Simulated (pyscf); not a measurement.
PySCF, gas phase, ωB97X-D3(BJ)/def2-SVP geometries. MP2 and CC: frozen core, UHF for open shells. ΔMP2 is the change of the MP2 total energy from the triple- to the quadruple-zeta basis.

SMILES: [OH][In]([F])[OH]
```xyz
6

O      1.5348     0.8764    -0.9046
In    -0.1032     0.0645    -0.1472
O     -0.3922    -0.2814     1.7735
F     -1.5174    -0.4202    -1.4002
H      1.4816     0.9685    -1.8643
H      0.3690    -0.0064     2.3003
```

Problem. What is the homolytic dissociation enthalpy (298 K, CCSD(T)/def2-TZVPP + ΔMP2(QZVPP)) of the F–In bond of HO–In(OH)–F, to [HO–In–OH]• + F•?

Solution. F–In to [HO–In–OH]• + F•: 108.9 kcal/mol. The radicals are drawn with the spin at the cut bond; how far it spreads was not checked. Other isomers of [HO–In–OH]• were not searched in full and may lie lower. The CCSD(T) − MP2 part came from Ansatz, without density fitting, on the same reference. The frozen core leaves the outer d or s,p core shells of the metals and heavy elements correlated in the MP2 and CC values, and def2-TZVPP describes them poorly, which can shift differences by a few kcal/mol. Left out: the spin-orbit lowering of F. Elements past Kr carry the def2 core potentials, without spin-orbit coupling.
